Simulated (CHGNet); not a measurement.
fcc Pd

Computed with the machine-learned potential CHGNet 0.3.0 (trained on PBE and PBE+U data).

Cell: relaxed at this level.

| Property | Value |
|---|---|
| equilibrium lattice constant a | 3.953 Å |
| equilibrium volume per atom | 15.44 Å³/atom |
| vacancy formation energy | 0.87 eV |

Measured, for comparison: lattice constant a 3.876 Å, equilibrium volume per atom 14.56 Å³/atom (static lattice: zero-point anharmonic expansion removed; as tabulated in Mejia-Rodriguez and Trickey (2018), arXiv:1807.09216); vacancy formation energy 1.85 ± 0.2 eV (no zero-point or thermal correction, monovacancy; as tabulated in Mehl and Papaconstantopoulos (1996), arXiv:mtrl-th/9602003). Computed (rounded) less measured: lattice constant a +2.0 %, equilibrium volume per atom +6.0 %, vacancy formation energy -0.98 eV.

A machine-learned potential is trained on density-functional data: it inherits that level's misses and adds fitting errors of its own.
